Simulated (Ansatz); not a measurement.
# Redistribution: C3H4 + C2H4S → C2H2S + C3H6

Species: C3H4 (propyne) `C#CC`, singlet; C2H4S `C=CS`, singlet; C2H2S (ethynethiol) `C#CS`, singlet; C3H6 (propene) `C=CC`, singlet. The partners trade CH3 for SH; both sit on C, so the bond types are kept.

Shapes, held fixed at every level: PBE0-D4/def2-TZVP. Flexible molecules stand in one conformer, not always the lowest. Programs: Ansatz 0.2.0. Electronic energies: no zero-point or thermal term.

| level | kind | ΔE (kJ/mol) | less CCSD(T)/CBS estimate | CPU time (sum over the molecules) |
| --- | --- | --- | --- | --- |
| PBE0-D4/def2-TZVPP | global hybrid | +14.9 | +0.8 | 12 s |
| wB97M-V/def2-TZVPP | range-separated hybrid | +14.6 | +0.5 | 40 s |
| wB97X-V/def2-TZVPP | range-separated hybrid | +14.7 | +0.6 | 32 s |
| B2PLYP/def2-TZVPP | double hybrid | +13.4 | -0.7 | 19 s |
| MP2/def2-TZVPP | perturbation theory | +12.5 | -1.6 | – |
| CCSD(T)/def2-TZVPP | coupled cluster or CI | +12.6 | -1.5 | 95 s |
| CCSD(T)/CBS estimate | coupled cluster or CI | +14.1 | 0.0 | 13 min |

The highest level, CCSD(T)/CBS estimate, gives ΔE = +14.1 kJ/mol; the levels span +12.5 to +14.9. The column of differences is taken from that level and isn't an error. No measured value is set beside it here. The CBS estimate extrapolates MP2 from def2-TZVPP and def2-QZVPP and adds CCSD(T) − MP2 in the triple-zeta set, cores frozen. Times are processor times on shared x86 and Arm servers, and rough.
